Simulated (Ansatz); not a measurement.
**C₂H₄Li radical (SMILES [Li][CH]C): one structure at several levels**

The task here is to estimate one member of a computed series from the others.

Computed with Ansatz 0.2.0, Gaussian basis. Level: single points in def2-TZVPP.

Correlated methods freeze the cores. The outer core shell of Li, Na, Mg and K is correlated. Orbitals are unrestricted.

### Where the work starts

7 atoms, charge 0, spin multiplicity 2.

Atoms are counted from 1 here; the program's logs count them from 0.

Bond lengths: Li1–C2 1.960 Å, C2–H4 1.030 Å, C3–H5 1.230 Å, C3–H7 0.888 Å. Angles: Li1–C2–H4 142.9°, H5–C3–H7 117.3°.

Coordinates:

```
Li   -2.18550   -1.14580    0.75580
C    -0.42010   -0.86200   -0.04640
C     0.58060    0.54070   -0.08600
H     0.29420   -1.30820   -0.63950
H     0.57700    0.93630   -1.25080
H    -0.14110    1.42530    0.76170
H     1.32580    0.65750    0.38170
```

The first run:

run/in.yaml reads:

```yaml
crystal:
  periodic: [false, false, false]
  atoms:
    - {symbol: Li, position_ang: [-2.185500, -1.145800, 0.755800]}
    - {symbol: C, position_ang: [-0.420100, -0.862000, -0.046400]}
    - {symbol: C, position_ang: [0.580600, 0.540700, -0.086000]}
    - {symbol: H, position_ang: [0.294200, -1.308200, -0.639500]}
    - {symbol: H, position_ang: [0.577000, 0.936300, -1.250800]}
    - {symbol: H, position_ang: [-0.141100, 1.425300, 0.761700]}
    - {symbol: H, position_ang: [1.325800, 0.657500, 0.381700]}
basis:
  gaussian: {orbitals: def2-TZVPP}
magnetization: {spin_polarized: true, initial_magnetization: 1}
correlation: {method: ccsd_t}
scf: {omitted_lower_state_checks: [cluster_reference]}
output: {forces: true}
```

The command line of these runs was not kept.

Steps of the session up to this table: CCSD(T)/def2-TZVPP; PBE0-D4/def2-TZVPP; wB97M-V/def2-TZVPP; r2SCAN-D4/def2-TZVPP; PBE-D4/def2-TZVPP; revPBE-D4/def2-TZVPP; r2SCAN0-D4/def2-TZVPP.

One of the session's tables, all rows but one given; the rest of the session is left out.

| method | RMS force component (eV/Å) | angle to CCSD(T) forces (°) | dipole (D) |
| --- | --- | --- | --- |
| CCSD(T) | 4.829 | reference | 5.87 |
| PBE0-D4 | 4.882 | 1.0 | 5.72 |
| wB97M-V | 4.826 | 1.3 | 5.69 |
| r2SCAN-D4 | ? | ? | ? |
| PBE-D4 | 4.827 | 1.8 | 5.51 |
| revPBE-D4 | 4.801 | 2.6 | 5.53 |
| r2SCAN0-D4 | 4.863 | 1.5 | 5.88 |

Estimate the missing values for r2SCAN-D4.

The run gave: RMS force component (eV/Å): 4.817; angle to CCSD(T) forces (°): 0.6; dipole (D): 5.77. In the column «RMS force component (eV/Å)» it lies between revPBE-D4 (4.801) and wB97M-V (4.826).
